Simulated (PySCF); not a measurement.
## Working out the ionisation energy of O

O [He] 2s2 2p4 (3P) → O⁺ [He] 2s2 2p3 (4S). Computed with PySCF 2.14 in def2-SVP (3s2p1d, 14 functions), with no relativity, point nucleus. Frozen: 1s2. Energies in hartree (1 hartree = 27.21139 eV):

| part | O (lower) | O⁺ (upper) |
| --- | --- | --- |
| UHF | -74.720101 | -74.276071 |
| CCSD correlation | -0.116537 | -0.083874 |
| (T) | -0.000832 | -0.000568 |

What does Hartree-Fock give?

(-74.276071) − (-74.720101) = 0.444030 hartree = 12.083 eV.

What do CCSD and CCSD(T) give?

The CCSD correlation energies differ by 0.032663 hartree = 0.889 eV and the triples by 0.000264 hartree = 0.007 eV, so CCSD gives 12.972 eV and CCSD(T) 12.979 eV.

Measured between the centres of the two terms (NIST): 13.608 eV, so CCSD(T) (valence) is off by -0.629 eV.

A double-zeta basis recovers only part of the correlation energy.

What remains against the reference includes basis incompleteness, the frozen core and higher excitations.
